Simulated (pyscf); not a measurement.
Optimised with ωB97X-D3(BJ)/def2-SVP in PySCF.

Question: For HO–PH₂ + H atom (H•) → •O–PH₂ + hydrogen (H₂), a hydrogen abstraction (doublet surface; H–O broken, H–H formed), PBE/def2-TZVP gives ΔE‡ = -1.5 kcal/mol and ΔE = -22.8 kcal/mol (zero: the separated reactants). In which direction and how far do r²SCAN/def2-TZVP, B3LYP-D3(BJ)/def2-TZVP, ωB97M-D3(BJ)/def2-TZVP move these?

Answer: r²SCAN: ΔE‡ = -1.2 kcal/mol, ΔE = -25.3 kcal/mol; B3LYP-D3(BJ): ΔE‡ = 0.6 kcal/mol, ΔE = -23.9 kcal/mol; ωB97M-D3(BJ): ΔE‡ = 9.1 kcal/mol, ΔE = -17.8 kcal/mol. PBE's barrier lies under all of them, by 0.3 to 10.6 kcal/mol. Its reaction energy lies among theirs. At PBE, r²SCAN this geometry lies under the reactants; that is no barrier but a single point on another level's saddle; such a level's own saddle, if it has one, lies nearer that side and is low. •O–PH₂ lies 8.3 kcal/mol over its isomer HO–PH• (electronic energy, ωB97M-D3(BJ)/def2-TZVP). This is the saddle that the search found; another between the same sides may lie lower. The angle at the transferred H is 171°.
